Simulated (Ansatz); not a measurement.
The same path of AlClH$_{2}$ (4 atoms, charge 0, multiplicity 1) was run twice with different band settings. Lost on the way: Al1–Cl2, Al1–H3. Made: Cl2–H3.

All numbers below come from Ansatz 0.2.0, RKS B3LYP-D4/def2-mTZVP.

Relaxed end points:

```xyz
4
Properties=species:S:1:pos:R:3
Al 0.459 0.000 0.116
Cl 0.822 0.000 2.199
H 1.707 0.000 -0.838
H -1.041 0.000 -0.353
```

```xyz
4
Properties=species:S:1:pos:R:3
Al -0.448 0.000 -0.477
Cl 2.577 0.000 1.976
H 1.548 0.000 1.140
H -1.730 0.000 -1.514
```

Common settings: movable images 7; climbing image yes; spring 5.0 eV/Å²; optimiser quadratic models (default); force threshold 0.05 eV/Å; iteration limit 60; end points relaxed.

| run | start path |
| --- | --- |
| 1 | through a guess of the saddle point |
| 2 | straight line |

Problem. What does each run give, and how far can it be trusted?

Solution. Run 1: converged after 15 iterations, highest image 3.083 eV above the first end. Neighbouring images differ by up to 1.4 eV, so the band resolves the path poorly. A vibrational analysis at the climbing image gives one clearly imaginary mode, 783i cm⁻¹: a first-order saddle point.
Run 2: converged after 13 iterations, highest image 3.083 eV above the first end. Neighbouring images differ by up to 1.6 eV, so the band resolves the path poorly. Another band between the same ends (7 images) ends at a top of the same energy, where a vibrational analysis finds 1 clearly imaginary mode.
The orbitals stay closed-shell, which can raise the energy where a bond breaks towards radicals; this wasn't checked here.
